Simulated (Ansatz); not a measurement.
# C3H6O3: one species, many methods

An exercise on one series of results from a longer session: the logs are not shown, and one member is left open.

The runs use Ansatz 0.2.0, Gaussian basis; functionals in def2-TZVPP, the program's frozen cores in correlated methods.

Levels to be run: PBE-D4, r2SCAN-D4, PBE0-D4, B3LYP-D4, ωB97X-V, ωB97M-V, B2PLYP; CCSD(T)/def2-TZVPP; MP2/def2-QZVPP; extrapolation to the limit.

### The relaxed structure

The geometry comes from an earlier relaxation with PBE0-D4 in a triple-zeta def2 set; it is a stationary point, not always the lowest conformer.

SMILES `O=COCCO`, 12 atoms, charge 0, spin multiplicity 1.

Atoms are counted from 1 here; the program's logs count them from 0.

Bond lengths: O1–C2 1.197 Å, C2–O3 1.330 Å, C2–H7 1.099 Å, O3–C4 1.431 Å, C4–C5 1.512 Å, C4–H8 1.093 Å, C4–H9 1.092 Å, C5–O6 1.406 Å, C5–H10 1.091 Å, C5–H11 1.100 Å, O6–H12 0.961 Å. Angles: O1–C2–O3 126.1°, O1–C2–H7 124.8°, O3–C2–H7 109.1°, C2–O3–C4 116.2°, O3–C4–C5 112.3°, O3–C4–H8 109.7°, O3–C4–H9 104.7°, C5–C4–H8 109.7°, C5–C4–H9 111.0°, H8–C4–H9 109.2°, C4–C5–O6 113.8°, C4–C5–H10 109.6°, C4–C5–H11 107.6°, O6–C5–H10 106.4°, O6–C5–H11 111.9°, H10–C5–H11 107.4°, C5–O6–H12 109.0°.

The first run:

Input file in.yaml:

```yaml
crystal:
  periodic: [false, false, false]
  atoms:
    - {symbol: O, position_ang: [1.351585, -1.853492, -0.483985]}
    - {symbol: C, position_ang: [1.480832, -1.219282, 0.522597]}
    - {symbol: O, position_ang: [0.575088, -0.405900, 1.058789]}
    - {symbol: C, position_ang: [-0.657710, -0.274185, 0.344485]}
    - {symbol: C, position_ang: [-0.564394, 0.728432, -0.782915]}
    - {symbol: O, position_ang: [-0.206307, 2.021808, -0.362930]}
    - {symbol: H, position_ang: [2.378711, -1.226607, 1.157011]}
    - {symbol: H, position_ang: [-0.959772, -1.246985, -0.050639]}
    - {symbol: H, position_ang: [-1.380588, 0.048982, 1.097082]}
    - {symbol: H, position_ang: [0.201895, 0.412197, -1.492050]}
    - {symbol: H, position_ang: [-1.527606, 0.721682, -1.314011]}
    - {symbol: H, position_ang: [-0.873834, 2.348448, 0.245965]}
basis:
  gaussian: {orbitals: def2-TZVPP}
hamiltonian: {xc: pbe, dispersion: d4}
output: {forces: true, orbitals: {seedname: orbitals}}
```

On the command line:

```sh
$ ansatz run in.yaml --threads 4 --pin off --events-out ev --progress --plain --max-ram 10444MiB
```

Among the steps run: PBE-D4 (GGA); r2SCAN-D4 (meta-GGA); PBE0-D4 (hybrid); B3LYP-D4 (hybrid); ωB97X-V (range-separated); ωB97M-V (range-separated); B2PLYP (double hybrid); CCSD(T) in def2-TZVPP; MP2 in def2-QZVPP.

One of the session's tables, all rows but one given; the rest of the session is left out.

```
            method  atomisation energy (kJ/mol)
            PBE-D4                       5102.0
         r2SCAN-D4                       4952.2
           PBE0-D4                            ?
          B3LYP-D4                       4923.6
           ωB97X-V                       4940.1
           ωB97M-V                       4947.6
            B2PLYP                       4883.1
     HF/def2-TZVPP                       3415.6
    MP2/def2-TZVPP                       4930.8
   CCSD/def2-TZVPP                       4706.0
CCSD(T)/def2-TZVPP                       4798.3
           MP2/CBS                       5064.5
       CCSD(T)/CBS                       4932.0
```

**Question.** Estimate the row for PBE0-D4.

The run gave: atomisation energy (kJ/mol): 4951.1. In the column «atomisation energy (kJ/mol)» it lies between ωB97M-V (4947.6) and r2SCAN-D4 (4952.2).
